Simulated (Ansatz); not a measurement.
**A relaxation, step by step**

CH$_{4}$NSi (SMILES [NH2+]=C=[SiH2]) (charge +1), singlet, r2SCAN-D4/def2-mTZVP (Ansatz 0.2.0). Settings:

```yaml
hamiltonian: {xc: r2scan, dispersion: d4}
relax: {f_tol: 0.002, max_steps: 80, max_displacement: 0.5}
```

Start (the SMILES describes the start alone):

```
7
angstrom
N -1.1269 -0.1223 -1.0854
C -0.2877 -0.2136 -0.0768
Si 1.1677 0.3682 0.7977
H -1.8165 -0.9094 -1.0798
H -1.0136 0.4454 -1.5692
H 0.9402 1.0850 2.1629
H 2.3688 -0.4000 0.4578
```

```
step  energy less the last (meV)  largest force component (eV/Å)
   1                      3309.3                          22.894
   2                       272.7                           2.381
   3                       150.3                           1.110
   4                        73.5                           0.561
   5                        67.2                           2.730
   6                        30.0                           0.794
   7                         0.1                           0.076
   8                         0.0                           0.003
   9                         0.0                           0.001
```

Step 2, positions (Å) and forces (eV/Å):

| atom | x | y | z | Fx | Fy | Fz |
| --- | --- | --- | --- | --- | --- | --- |
| N1 | -1.109 | -0.189 | -1.025 | 1.530 | -0.590 | 2.381 |
| C2 | -0.250 | -0.227 | -0.069 | 0.199 | 0.655 | -0.474 |
| Si3 | 1.165 | 0.382 | 0.784 | -0.597 | -0.435 | -0.017 |
| H4 | -1.802 | -0.945 | -1.017 | -0.338 | 0.469 | -0.831 |
| H5 | -1.039 | 0.602 | -1.650 | -0.833 | -0.066 | -0.870 |
| H6 | 0.899 | 1.048 | 2.082 | -0.002 | -0.072 | -0.186 |
| H7 | 2.368 | -0.419 | 0.503 | 0.041 | 0.040 | -0.003 |

Step 7, positions (Å) and forces (eV/Å):

| atom | x | y | z | Fx | Fy | Fz |
| --- | --- | --- | --- | --- | --- | --- |
| N1 | -1.084 | -0.146 | -1.007 | 0.076 | 0.009 | 0.075 |
| C2 | -0.132 | 0.007 | -0.198 | -0.012 | -0.001 | -0.010 |
| Si3 | 1.157 | 0.219 | 0.899 | 0.004 | 0.002 | 0.008 |
| H4 | -1.742 | -0.929 | -0.937 | -0.034 | -0.024 | -0.010 |
| H5 | -1.255 | 0.505 | -1.780 | -0.020 | 0.019 | -0.046 |
| H6 | 0.863 | 1.025 | 2.092 | -0.001 | -0.010 | -0.014 |
| H7 | 2.426 | -0.428 | 0.539 | -0.014 | 0.005 | -0.003 |

Step 8, positions (Å) and forces (eV/Å):

```tsv
atom	x	y	z	Fx	Fy	Fz
N1	-1.083	-0.145	-1.006	0.003	0.001	0.001
C2	-0.132	0.009	-0.197	-0.001	0.001	0.000
Si3	1.157	0.219	0.900	0.001	0.000	0.001
H4	-1.742	-0.928	-0.937	-0.001	0.000	-0.002
H5	-1.255	0.503	-1.782	-0.001	-0.002	0.001
H6	0.862	1.024	2.093	0.001	-0.001	-0.001
H7	2.425	-0.428	0.536	-0.002	0.001	0.001
```

Last step (9):

```tsv
atom	x (Å)	y (Å)	z (Å)
N1	-1.0830	-0.1452	-1.0061
C2	-0.1319	0.0092	-0.1966
Si3	1.1566	0.2188	0.8999
H4	-1.7423	-0.9285	-0.9368
H5	-1.2549	0.5030	-1.7826
H6	0.8630	1.0239	2.0932
H7	2.4245	-0.4278	0.5361
```

Hardware: 2 CPU threads of an Arm Neoverse V2, shared host. Wall time about 14 s.
